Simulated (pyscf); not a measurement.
`[F][Cl]` + `[CH2][F]` [doublet] -> `[F][CH2][F]` + `[Cl]` [doublet], an atom transfer (doublet surface; Cl–F broken, C–F formed). PySCF, gas phase, ωB97X-D3(BJ)/def2-SVP geometries. MP2 and CC: frozen core, UHF for open shells. ΔMP2 is the change of the MP2 total energy from the triple- to the quadruple-zeta basis. Energies in kcal/mol from the separated reactants.

Small-basis levels: PySCF, no dispersion term, spherical d functions. Open shells are spin-unrestricted. 

### Question
In single points B3LYP/6-31G* puts the saddle at -5.3 kcal/mol and the reaction energy at -64.6 kcal/mol. Should these be trusted to within a few kcal/mol? Compare with CCSD(T)/def2-TZVPP + ΔMP2(QZVPP).

### Answer
CCSD(T)/def2-TZVPP + ΔMP2(QZVPP) gives ΔE‡ = 5.7 kcal/mol and ΔE = -62.4 kcal/mol. B3LYP/6-31G* lies 11.0 kcal/mol under it in the barrier and 2.2 kcal/mol under it in the reaction energy, so on this step it does not hold to within 3.0 kcal/mol. At B3LYP/6-31G* this geometry lies under one side, so its ΔE‡ may be no barrier of that level. CCSD(T)/def2-TZVPP + ΔMP2(QZVPP) has limits of its own. One saddle was located; it need not be the lowest between these sides. The angle at the transferred F is 179°. The CCSD(T) − MP2 part came from Ansatz, without density fitting, on the same reference. A UHF reference is spin-contaminated (<S²> up to 0.92), which harms MP2 most. Left out: the spin-orbit lowering of Cl.
